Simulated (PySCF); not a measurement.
Relaxation of triplet SiCl2

All numbers come from UPBE0 in PySCF with Si def2-TZVP, Cl def2-TZVP; no relativity; density-fitted integrals. A (50,194) grid was used.

A hand-made bent start, of C2v symmetry, held to at least that symmetry:

```xyz
3
charge 0 multiplicity 3, angstrom
Si    0.0000    0.0000   -0.8808
Cl    1.7612    0.0000    0.3524
Cl   -1.7612    0.0000    0.3524
```

**Question.** What forces act on the atoms at the start (eV/Å)?

**Answer.** 
```json
{"atom": "Si1", "Fx": "0.00", "Fy": "0.00", "Fz": "2.02"}
{"atom": "Cl2", "Fx": "-1.08", "Fy": "0.00", "Fz": "-1.01"}
{"atom": "Cl3", "Fx": "1.08", "Fy": "0.00", "Fz": "-1.01"}
```

**Question.** What does it relax to?

**Answer.** It ends at C2v with Si–Cl 2.045 Å (×2); Cl–Si–Cl 118.5°. A frequency run shows a minimum. Other isomers or separated fragments may lie lower.

**Question.** How much energy is released, and in how many steps?

**Answer.** 19.5 kJ/mol in 4 steps.

At this level a singlet minimum of C2v symmetry lies 201 kJ/mol below this structure.
